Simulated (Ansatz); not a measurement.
# CH5O+: where a starting geometry ends

The starting geometry of this gas-phase triplet was optimised with GFN2-xTB as a singlet; its bonds are those of `C[OH2+]`.

```tsv
atom	x (Å)	y (Å)	z (Å)
C	0.2031	0.7119	0.1873
O	0.5992	-0.4937	0.9169
H	-0.6589	1.1381	0.6973
H	-0.0925	0.4082	-0.8154
H	1.0119	1.4397	0.1390
H	1.3542	-0.9343	0.4697
H	0.8275	-0.2742	1.8466
```

Predict what it relaxes into with B3LYP-D4/def2-TZVP.

It falls apart into CH4O + H (formulas without charges). Contacts that open: O2–H7 (0.98 → 3.98 Å).

The energy falls by 3.81 eV over 36 steps:

```json
{"step": "1", "E − E(last) (eV)": "3.809"}
{"step": "5", "E − E(last) (eV)": "2.110"}
{"step": "9", "E − E(last) (eV)": "0.592"}
{"step": "13", "E − E(last) (eV)": "0.071"}
{"step": "17", "E − E(last) (eV)": "0.009"}
{"step": "20", "E − E(last) (eV)": "0.007"}
{"step": "24", "E − E(last) (eV)": "0.004"}
{"step": "28", "E − E(last) (eV)": "0.002"}
{"step": "32", "E − E(last) (eV)": "0.000"}
{"step": "36", "E − E(last) (eV)": "0.000"}
```

Final geometry (Å):

```yaml
atoms:
  - { symbol: C, position_ang: [0.3958, 0.4931, 0.0879] }
  - { symbol: O, position_ang: [1.3843, -0.4293, -0.0001] }
  - { symbol: H, position_ang: [0.0435, 0.4874, 1.1615] }
  - { symbol: H, position_ang: [-0.3871, 0.4450, -0.6620] }
  - { symbol: H, position_ang: [0.9010, 1.4984, 0.1862] }
  - { symbol: H, position_ang: [1.2924, -1.0572, -0.7555] }
  - { symbol: H, position_ang: [-0.3853, 0.5582, 3.4234] }
```

The end wasn't checked by frequencies. Open shells are spin-unrestricted. The triplet needn't be the ground state. Run with Ansatz 0.2.0, 72 s on 1 thread of Intel(R) Xeon(R) Platinum 8488C (Sapphire Rapids), on a shared host.
